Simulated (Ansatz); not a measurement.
This geometry of CH$_{4}$BN (7 atoms, charge 0, multiplicity 1) is a first-order saddle point.

The calculation used RKS BLYP-D4/def2-SVP in Ansatz 0.2.0.

```xyz
7
Properties=species:S:1:pos:R:3
B -0.855 0.331 -0.617
C 0.225 0.038 0.486
N 1.121 -0.752 0.002
H -1.817 -0.397 -0.742
H -0.706 1.256 -1.388
H 0.227 0.443 1.530
H 1.867 -0.988 0.684
```

(1) Which two structures does it join? (They come from a converged band through this point; their orientation in space is the band's.)

(2) How far does it lie above each of them?

Results:

(1) No bond is made or broken. The dihedral H5–B1–C2–N3 goes from 180 to -1°. The two ends are copies of one structure, up to a mirror image or an exchange of like atoms.

Initial state:

```xyz
7
Properties=species:S:1:pos:R:3
B -0.889 0.344 -0.625
C 0.349 0.073 0.310
N 0.885 -1.111 0.306
H -1.301 -0.552 -1.326
H -1.421 1.435 -0.642
H 0.749 0.890 0.961
H 1.689 -1.146 0.970
```

Final state:

```xyz
7
Properties=species:S:1:pos:R:3
B -0.889 0.344 -0.626
C 0.347 0.072 0.312
N 0.894 -1.107 0.297
H -1.432 1.429 -0.628
H -1.288 -0.546 -1.342
H 0.735 0.884 0.976
H 1.693 -1.144 0.965
```

(2) 1.4 kcal/mol above the first and 1.4 kcal/mol above the second. This is the barrier of this one path; another mechanism may lie lower.

Run time: 110 s on 1 thread of Arm Neoverse V1, with other jobs on the host, peak memory 0.11 GiB.
